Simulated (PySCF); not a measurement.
## PySCF run on LiAl

Input:

```python
from pyscf import gto, dft

mol = gto.M(
    atom='Li 0 0 0; Al 0 0 2.48',
    basis='3-21g',
    charge=0,
    spin=0,
    verbose=4,
)
mf = dft.RKS(mol, xc='b3lyp5')
mf.kernel()
mf.stability(internal=True, external=True)
mf.dip_moment()
print('orbital energies (hartree):', mf.mo_energy[..., max(0, mol.nelec[1]-3):mol.nelec[0]+3].round(4))
```

```bash
$ python input.py
```

Output (some set-up lines removed):

```
PySCF version 2.14.0

[INPUT] Symbol           X                Y                Z      unit          X                Y                Z       unit  Magmom
[INPUT]  1 Li     0.000000000000   0.000000000000   0.000000000000 AA    0.000000000000   0.000000000000   0.000000000000 Bohr   0.0
[INPUT]  2 Al     0.000000000000   0.000000000000   2.480000000000 AA    0.000000000000   0.000000000000   4.686520788921 Bohr   0.0

nuclear repulsion = 8.32173839753226
number of shells = 12
number of NR pGTOs = 42
number of NR cGTOs = 22
basis = 3-21g
ecp = {}

******** <class 'pyscf.dft.rks.RKS'> ********
method = RKS
initial guess = minao
damping factor = 0
level_shift factor = 0
DIIS = <class 'pyscf.scf.diis.CDIIS'>
SCF conv_tol = 1e-09
SCF max_cycles = 50
XC functionals = b3lyp5

grids dens level: 3
Initial guess from minao.
tot grids = 32904
init E= -248.280799604044
  HOMO = -0.123873320647071  LUMO = -0.096071738816603  gap/eV = 0.75652
cycle= 1 E= -248.448767370761  delta_E= -0.168  |g|= 0.0259  |ddm|=  1.1
  HOMO = -0.121892377977567  LUMO = -0.0706742630738364  gap/eV = 1.39372
cycle= 2 E= -248.449011835093  delta_E= -0.000244  |g|= 0.00798  |ddm|= 0.123
  HOMO = -0.125912788643912  LUMO = -0.0744648193425045  gap/eV = 1.39997
cycle= 3 E= -248.449023284191  delta_E= -1.14e-05  |g|= 0.00813  |ddm|= 0.0623
  HOMO = -0.124510745594971  LUMO = -0.0729951088782564  gap/eV = 1.40181
cycle= 4 E= -248.449097987802  delta_E= -7.47e-05  |g|= 0.00042  |ddm|= 0.03
  HOMO = -0.124528251143823  LUMO = -0.0729945896805957  gap/eV = 1.40230
cycle= 5 E= -248.449098215384  delta_E= -2.28e-07  |g|= 3.6e-05  |ddm|= 0.00246
  HOMO = -0.12451932055385  LUMO = -0.0729842086630992  gap/eV = 1.40234
cycle= 6 E= -248.4490982171  delta_E= -1.72e-09  |g|= 7.58e-06  |ddm|= 0.000247
  HOMO = -0.124522085865906  LUMO = -0.0729875451210817  gap/eV = 1.40233
cycle= 7 E= -248.449098217168  delta_E= -6.86e-11  |g|= 1.03e-06  |ddm|= 4.55e-05
  HOMO = -0.124521695931793  LUMO = -0.0729871013931215  gap/eV = 1.40233
Extra cycle  E= -248.449098217169  delta_E= -8.53e-13  |g|= 9.85e-07  |ddm|= 1.45e-05
converged SCF energy = -248.449098217169
rhf_internal: lowest eigs of H = [0.12867161 0.12867169 0.42513704]
<class 'pyscf.dft.rks.RKS'> wavefunction is stable in the internal stability analysis
rhf_real2complex: lowest eigs of H = [0.00996365 0.0099638  0.05037538]
<class 'pyscf.dft.rks.RKS'> wavefunction is stable in the real -> complex stability analysis
rhf_external: lowest eigs of H = [-0.01757672 -0.01757625  0.01516409]
<class 'pyscf.dft.rks.RKS'> wavefunction has an RHF/RKS -> UHF/UKS instability
Dipole moment(X, Y, Z, Debye):  0.00000, -0.00000, -2.64742
orbital energies (hartree): [-1.9597 -0.3029 -0.1245 -0.073  -0.073  -0.0457]
```

In short: E(SCF) = -248.449098 Eh, 7 cycles, μz(SCF) = -2.65 D, internal stable; real -> complex stable; RHF/RKS -> UHF/UKS unstable.

Wall time 1.1 s on one thread of a shared host.

The stability test finds a lower solution, so these numbers belong to a saddle point. The basis is very small, so the numbers show the basis as much as the system. The bond length is a typed value, not an optimised one.
